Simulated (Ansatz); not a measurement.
A made-up structure of Si$_{2}$H$_{3}$Cl, closed shell:

```tsv
atom	x (Å)	y (Å)	z (Å)
Si1	-0.8036	0.4454	-0.9151
Si2	0.6142	-0.5185	0.7175
Cl3	2.0961	0.6643	1.9834
H4	-1.7999	-0.5120	-1.6902
H5	-0.8646	2.0314	-1.1471
H6	0.7578	-2.1106	1.0516
```

It is relaxed with PBE-D4/def2-SVP and then PBE0-D4/def2-TZVP (Ansatz 0.2.0). Atoms count as bonded within 1.22 times the sum of their covalent radii (H–H: 0.88 Å). The end point is not checked to be a true minimum.

(1) Does its bonding change? (Judge from chemistry; the calculation decides.)

Answers

(1) By the calculation: No: no bond forms or breaks.

Where it ends: The first stage lowers the energy by 1.05 eV in 11 steps. It ends as Si₂H₃Cl ([SiH2][SiH][Cl]):
```
atom    x (Å)    y (Å)    z (Å)
 Si1  -0.5134   0.3680  -1.0219
 Si2   0.4260  -0.4446   0.7639
 Cl3   1.8738   0.5922   1.7700
  H4  -1.6935  -0.4441  -1.4222
  H5  -0.8201   1.8205  -0.9779
  H6   0.7272  -1.8920   0.8881
```

Labels in which every atom is bracketed show which atoms are joined, not bond orders.

For scale, one of the runs: PBE0-D4/def2-TZVP relaxation, 129 basis functions, launched by `ansatz run in.yaml --threads 2 --pin off --events-out ev --progress --plain --max-ram 4352MiB`. The run took about 23 s on 2 CPU threads of an Arm Neoverse V1 (shared host).
